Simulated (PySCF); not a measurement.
Compound: H₂S.
Hydrogens: H2, H3 on S1.

Computed by this run: PySCF, PBE0-D3(BJ)/def2-SVP geometry optimisation, gas phase; density fitting, grid level 1; the optimiser is geomeTRIC in internal coordinates, started from a GFN2-xTB structure with every atom displaced at random (about 0.01 Å).

Step 0: E = -10860.5592 eV
```
atom  x, y, z in Å  |  force x, y, z in eV/Å
S1     -0.0087    0.5851    0.0015   -1.276   1.886   0.022
H2     -0.9414   -0.3626   -0.0135   -0.331  -0.411  -0.006
H3      0.9561   -0.2574   -0.0072    1.607  -1.476  -0.016
```

Problem. Estimate the geometry and energy of step 1. (The exact step hangs on the optimiser's Hessian estimate; all steps are aligned on step 0, rigid shifts and turns removed.)

Solution. E = -10860.6223 eV, largest force 0.781 eV/Å
```
atom  x, y, z in Å  |  force x, y, z in eV/Å
S1     -0.0370    0.6205    0.0019    0.505  -0.596  -0.006
H2     -0.9609   -0.3691   -0.0136    0.083   0.087   0.001
H3      1.0040   -0.2863   -0.0075   -0.588   0.510   0.005
```

The energy changes by -0.0631 eV. The first-order estimate −F·Δx gives -0.2315 eV and the mean of the old and new forces, exact on a quadratic surface, -0.0755 eV. The step makes an angle of 15° with the force vector and moves no atom by more than 0.056 Å.

The cost below is that of the whole optimisation. Time: 1.9 s wall; peak memory 0.23 GiB. Hardware: one thread of an Arm Neoverse N1, on a shared host.
